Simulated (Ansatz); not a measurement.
hcp Zr, treated with PBE (Ansatz, an electronic-structure program, PAW).

Run with plane-wave cutoff 520 eV, 18×18×8 k mesh (along the axes of the cell as run), Fermi–Dirac smearing 0.1 eV, perturbation theory, scalar-relativistic PAW data made under PBE.

The cell has the measured lattice parameters. Conventional cell: a = 3.2322 Å, b = 3.2322 Å, c = 5.1479 Å, α = 90.00°, β = 90.00°, γ = 120.00°.

Harmonic phonon frequencies (cm⁻¹; i marks an imaginary mode):

```tsv
q point	frequencies
Γ	0 0 0 71 71 157
M	…
K	123 123 138 138 144 198
```

Question: What belongs in the gaps?

Answer: 
- M, frequencies: 69 79 150 157 167 174

No imaginary mode appears at these points.

Note: the cell isn't this level's own, so it is under some stress, which shifts stiffness and frequencies.
